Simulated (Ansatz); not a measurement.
**Potassium, bcc under r²SCAN: testing the cold (Marzari-Vanderbilt) smearing**

How small must the cold (Marzari-Vanderbilt) smearing width be for energy and pressure to settle? The geometry was relaxed under r²SCAN beforehand and stays fixed; 7 values are run, from 0.01 to 1.0 eV. Wanted are the values from which on the energy stays within 10 and 1 meV/atom, and the pressure within 0.5 GPa, of the narrowest run. Within the series other settings stay, but some runs also write fields, which adds to their time. Spin polarisation is left out.

Method: DFT r²SCAN, plane waves with PAW, scalar-relativistic, in Ansatz 0.2.0.

## 1. The system as given

Symmetry: Im-3m, No. 229, cubic system. Conventional cell: a = 5.340 Å, b = 5.340 Å, c = 5.340 Å, α = 90.00°, β = 90.00°, γ = 90.00°.

Coordinates:

```
CELL_PARAMETERS angstrom
-2.66995 2.66995 2.66995
2.66995 -2.66995 2.66995
2.66995 2.66995 -2.66995
ATOMIC_POSITIONS crystal
K 0.00000 0.00000 0.00000
```

## 2. With a width of 0.01 eV

The run at 0.01 eV.

input.yaml

```yaml
crystal:
  lattice:
    - [-2.6699463634, 2.6699463634, 2.6699463634]
    - [2.6699463634, -2.6699463634, 2.6699463634]
    - [2.6699463634, 2.6699463634, -2.6699463634]
  atoms:
    - { symbol: K, position: [0.0, 0.0, 0.0] }
hamiltonian:
  xc: r2scan
  pseudopotentials:
    kind: paw
    azcp:
      K: "pseudopotentials/K.paw.azcp"
basis:
  ecutwfc: 500
  fft_grid_basis: typed
kpoints:
  mp_grid: { grid: [8, 8, 8], shift: [0, 0, 0] }
magnetization:
  spin_polarized: false
scf:
  occupations: { method: cold, width: 0.01 }
  lower_state_search: "off"
output:
  stress: true
  write_density: true
  write_potential: true
  elf: true
  volumetric_format: npy
```

The run is started by

```
$ ansatz run input.yaml --threads 1 --pin off --max-ram 3584MiB --backend cpu --events-out ev --progress --plain --runs-dir out
```

## 3. With a width of 0.03 eV

The run at 0.03 eV.

input.yaml: that of step 2 with these lines changed.

```diff
@@ -21,3 +21,3 @@
 scf:
-  occupations: { method: cold, width: 0.01 }
+  occupations: { method: cold, width: 0.03 }
   lower_state_search: "off"
@@ -25,5 +25 @@
   stress: true
-  write_density: true
-  write_potential: true
-  elf: true
-  volumetric_format: npy
```

## 4. With a width of 0.1 eV

The run at 0.1 eV.

input.yaml: that of step 3 with these lines changed.

```diff
@@ -21,3 +21,3 @@
 scf:
-  occupations: { method: cold, width: 0.03 }
+  occupations: { method: cold, width: 0.1 }
   lower_state_search: "off"
@@ -25 +25,5 @@
   stress: true
+  write_density: true
+  write_potential: true
+  elf: true
+  volumetric_format: npy
```

## 5. With a width of 0.2 eV

The run at 0.2 eV.

input.yaml: that of step 4 with these lines changed.

```diff
@@ -21,3 +21,3 @@
 scf:
-  occupations: { method: cold, width: 0.1 }
+  occupations: { method: cold, width: 0.2 }
   lower_state_search: "off"
@@ -25,5 +25 @@
   stress: true
-  write_density: true
-  write_potential: true
-  elf: true
-  volumetric_format: npy
```

## 6. With a width of 0.3 eV

The run at 0.3 eV.

input.yaml: that of step 5 with these lines changed.

```diff
@@ -21,3 +21,3 @@
 scf:
-  occupations: { method: cold, width: 0.2 }
+  occupations: { method: cold, width: 0.3 }
   lower_state_search: "off"
```

## 7. With a width of 0.6 eV

The run at 0.6 eV.

input.yaml: that of step 6 with these lines changed.

```diff
@@ -21,3 +21,3 @@
 scf:
-  occupations: { method: cold, width: 0.3 }
+  occupations: { method: cold, width: 0.6 }
   lower_state_search: "off"
```

## 8. With a width of 1.0 eV

The run at 1.0 eV.

input.yaml: that of step 7 with these lines changed.

```diff
@@ -21,3 +21,3 @@
 scf:
-  occupations: { method: cold, width: 0.6 }
+  occupations: { method: cold, width: 1.0 }
   lower_state_search: "off"
@@ -25 +25,5 @@
   stress: true
+  write_density: true
+  write_potential: true
+  elf: true
+  volumetric_format: npy
```

(Steps that only read results are left out.)

Before running it: what results should come out?

**Answer**, as computed:

```
                                           quantity                       value
       E(σ → 0) stays within 10 meV/atom of 0.01 eV                up to 1.0 eV
                   E(σ → 0) stays within 1 meV/atom                up to 0.1 eV
                      pressure stays within 0.5 GPa                up to 1.0 eV
                                pressure at 0.01 eV                    0.02 GPa
energy of a separate run on a finer mesh (14×14×14)  -7.5 meV/atom from 0.01 eV
```

**Reading.** The far end, 1.0 eV, lies -6.5 meV/atom and 0.0 GPa from the yardstick. Over the range F shifts by -39.0 meV/atom, while E(σ → 0) shifts by -6.5. This scheme cancels the term in the square of the width, so F moves little up to 0.2 eV. The mesh (8×8×8) is fixed, so the narrowest widths carry a k-point error of their own. The yardstick itself is unsettled by 7.5 meV/atom against the finer mesh, so the thresholds above hold only within this series, and wider smearing, which averages over more states, can land nearer the fine-mesh value than the narrowest does. The cell taken over is 7 % larger than the measured one (71.32 Å³/atom, COD).
